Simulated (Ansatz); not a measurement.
# C4H3FS: vertical ionisation energy

The task here is to estimate one member of a computed series from the others.

Method: unrestricted cation, the program's frozen cores in correlated methods; program: Ansatz 0.2.0, Gaussian basis.

Plan: UKS PBE-D4/def2-TZVPP; UKS r2SCAN-D4/def2-TZVPP; UKS PBE0-D4/def2-TZVPP; UKS B3LYP-D4/def2-TZVPP; UKS wB97X-V/def2-TZVPP; UKS wB97M-V/def2-TZVPP; UKS B2PLYP/def2-TZVPP; UHF-CCSD(T)/def2-TZVPP; UHF-MP2/def2-QZVPP; extrapolation to the limit; then −ε(HOMO) from the neutral's earlier runs with LDA (SPW92), PBE-D4, revPBE-D4, BLYP-D4, r2SCAN-D4, B97M-V, PBE0-D4, B3LYP-D4, r2SCANh-D4, r2SCAN0-D4, HSE06-D4, BHLYP-D4, CAM-B3LYP-D4, LC-ωPBE, ωB97X-V, ωB97M-V.

### Structure used throughout

The geometry comes from an earlier relaxation with PBE0-D4 in a triple-zeta def2 set; it is a stationary point, not always the lowest conformer.

SMILES `Fc1ccsc1`, 9 atoms, charge 0, spin multiplicity 1.

Atoms are counted from 1 here; the program's logs count them from 0.

Bond lengths: F1–C2 1.332 Å, C2–C3 1.412 Å, C2–C6 1.360 Å, C3–C4 1.362 Å, C3–H7 1.081 Å, C4–S5 1.704 Å, C4–H8 1.079 Å, S5–C6 1.705 Å, C6–H9 1.078 Å. Angles: F1–C2–C3 121.9°, F1–C2–C6 123.3°, C3–C2–C6 114.8°, C2–C3–C4 110.8°, C2–C3–H7 123.9°, C4–C3–H7 125.2°, C3–C4–S5 112.0°, C3–C4–H8 128.0°, S5–C4–H8 120.1°, C4–S5–C6 92.7°, C2–C6–S5 109.8°, C2–C6–H9 128.1°, S5–C6–H9 122.1°.

Set-up of the first run:

The input, in.yaml:

```yaml
crystal:
  periodic: [false, false, false]
  atoms:
    - {symbol: F, position_ang: [0.990819, 0.484913, 1.974272]}
    - {symbol: C, position_ang: [0.335929, 0.295018, 0.829570]}
    - {symbol: C, position_ang: [0.665363, -0.756746, -0.053454]}
    - {symbol: C, position_ang: [-0.143932, -0.740779, -1.149167]}
    - {symbol: S, position_ang: [-1.274134, 0.533534, -1.088265]}
    - {symbol: C, position_ang: [-0.691352, 1.084622, 0.416633]}
    - {symbol: H, position_ang: [1.455564, -1.471533, 0.127577]}
    - {symbol: H, position_ang: [-0.133638, -1.414619, -1.991682]}
    - {symbol: H, position_ang: [-1.116219, 1.939288, 0.917316]}
basis:
  gaussian: {orbitals: def2-TZVPP}
total_charge: 1
magnetization: {spin_polarized: true, initial_magnetization: 1}
hamiltonian: {xc: pbe, dispersion: d4}
```

Started as:

```
> ansatz run in.yaml --threads 2 --pin off --events-out ev --progress --plain --max-ram 31744MiB --backend cpu
```

Among the steps run: Cation, UKS PBE-D4/def2-TZVPP; Cation, UKS r2SCAN-D4/def2-TZVPP; Cation, UKS PBE0-D4/def2-TZVPP; Cation, UKS B3LYP-D4/def2-TZVPP; Cation, UKS wB97X-V/def2-TZVPP; Cation, UKS wB97M-V/def2-TZVPP; Cation, UKS B2PLYP (frozen core)/def2-TZVPP; Cation, UHF-CCSD(T)/def2-TZVPP; Cation, UHF-MP2/def2-QZVPP.

One table of the session follows, with a row left open; its other results are not shown here.

Orbital estimates, from the neutral's runs:

```
  functional  −ε(HOMO) (eV)
 LDA (SPW92)           6.07
      PBE-D4           5.86
   revPBE-D4           5.79
     BLYP-D4           5.69
   r2SCAN-D4           6.06
      B97M-V           6.05
     PBE0-D4           6.97
    B3LYP-D4           6.74
  r2SCANh-D4              ?
  r2SCAN0-D4           7.10
    HSE06-D4           6.57
    BHLYP-D4           7.89
CAM-B3LYP-D4           8.23
     LC-ωPBE           9.54
     ωB97X-V           9.18
     ωB97M-V           9.08
```

Q: Estimate the row for r2SCANh-D4 from the others.

Worked estimate for «−ε(HOMO) (eV)». Against the share of exact exchange, r2SCAN-D4 (0, 6.06), r2SCAN0-D4 (0.25, 7.10) give a slope of 4.16 per unit share; at 0.1 the line stands at 6.48.

**Answer.** −ε(HOMO) (eV): 6.48. In «−ε(HOMO) (eV)» the line misses by 0.00.

Caveats from the session: The cation may have settled in a state other than its lowest; no search over hole states beyond the program's own was made.
